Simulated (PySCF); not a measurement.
Bond curve of SiS⁺

Set-up: Si def2-TZVP, S def2-TZVP; no relativity (PySCF 2.14). Energies in eV from Si⁺ + S in their ground configurations at the same level. State: ²Π (doublet), unpaired electrons π ↑.

```tsv
R (Å)	PBE0
1.785	-2.851
1.868	-3.554
1.951	-3.937
2.014	-4.071
2.076	-4.106
2.138	-4.066
2.221	-3.925
2.325	-3.654
2.450	-3.248
2.616	-2.658
```

Put a parabola through the three lowest points of the PBE0 curve and estimate Re, k and ωe (reduced mass 14.92 u; 1 eV/Å² = 0.16022 mdyn/Å; ωe = 1302.8·√(k/μ) cm⁻¹).

Through R = 2.014, 2.076, 2.138 Å the second-order coefficient is 9.76 eV/Å², so Re ≈ 2.074 Å, k ≈ 3.13 mdyn/Å and ωe ≈ 596 cm⁻¹. A polynomial fit of higher order to the unrounded PBE0 energies gives Re = 2.071 Å, k = 3.18 mdyn/Å, ωe = 601 cm⁻¹; anharmonicity and rounding make the difference.

The higher-order fit for each curve: PBE0: Re = 2.071 Å, ωe = 601 cm⁻¹, De = 4.11 eV.

⟨S²⟩ of the unrestricted solution departs from its pure value on part of the curve, where spin states mix. For an ion De counts to the pair picked by the measured ionisation energies or electron affinities, which need not be the lowest pair at this level. The state was picked by a PBE0 search and need not be the measured ground state.
